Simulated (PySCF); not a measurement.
## Working out the ionisation energy of B

B [He] 2s2 2p1 (2P) → B⁺ [He] 2s2 (1S). Computed with PySCF 2.14 in x2c-TZVPPall, with scalar relativity by spin-free X2C-1e. Frozen: 1s2. Energies in hartree (1 hartree = 27.21139 eV):

| part | B (lower) | B⁺ (upper) |
| --- | --- | --- |
| UHF | -24.539064 | -24.243658 |
| CCSD correlation | -0.064259 | -0.059444 |
| (T) | -0.001313 | 0.000000 |

Problem. What does Hartree-Fock give?

Solution. (-24.243658) − (-24.539064) = 0.295406 hartree = 8.038 eV.

Problem. What do CCSD and CCSD(T) give?

Solution. The CCSD correlation energies differ by 0.004815 hartree = 0.131 eV and the triples by 0.001313 hartree = 0.036 eV, so CCSD gives 8.169 eV and CCSD(T) 8.205 eV.

Measured between the centres of the two terms (NIST): 8.297 eV, so CCSD(T) (valence) is off by -0.092 eV.

The coupled-cluster amplitudes are large, so a single reference is strained.

What remains against the reference includes basis incompleteness, the frozen core and higher excitations.
